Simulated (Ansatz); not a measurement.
Ansatz (an electronic-structure program) input (r2SCAN/def2-TZVPP):

Ansatz 0.2 input:
```yaml
crystal:
  periodic: [false, false, false]
  atoms:
    - {symbol: C, position_ang: [-0.01056978, 0.49778310, 0.42770843]}
    - {symbol: F, position_ang: [0.01210757, -0.48553006, -0.48251610]}
    - {symbol: H, position_ang: [-0.98026178, 0.69384468, 0.86184822]}
    - {symbol: H, position_ang: [0.93471233, 0.68922727, 0.91454611]}
basis:
  gaussian:
    orbitals: def2-TZVPP
    final_grid: {core_spheres: 4, valence_spheres: 3, degree: 11}
hamiltonian:
  xc: {name: r2SCAN}
magnetization: {spin_polarized: true, initial_magnetization: 1}
```

Output:

```
Functional definition: r2SCAN
integrals: 0.01 GiB planned
454 factors; their error is unknown
mean field: 0.16 GiB planned
mean field evaluation 1: about -3782.2898 eV, gradient 2.1e1 eV
mean field evaluation 2: about -3782.4246 eV, gradient 2.0e1 eV
mean field evaluation 4: about -3784.2299 eV, gradient 2.1e0 eV
mean field evaluation 8: about -3784.2212 eV, gradient 1.4e-1 eV
mean field evaluation 16: about -3784.2212 eV, gradient 7.4e-5 eV
mean field -3784.22123987 eV, -139.0675655279 hartree, gradient 2.3e-5 eV, S^2 0.755819; 0 other end points of the search recorded, 0 dependent functions left out
reference -3784.22124277 eV, -139.0675656346 hartree; 9, 8 occupied and 81, 82 virtual orbitals, 454 factors
Total energy: -3784.22124277 eV, -139.0675656346 hartree
```
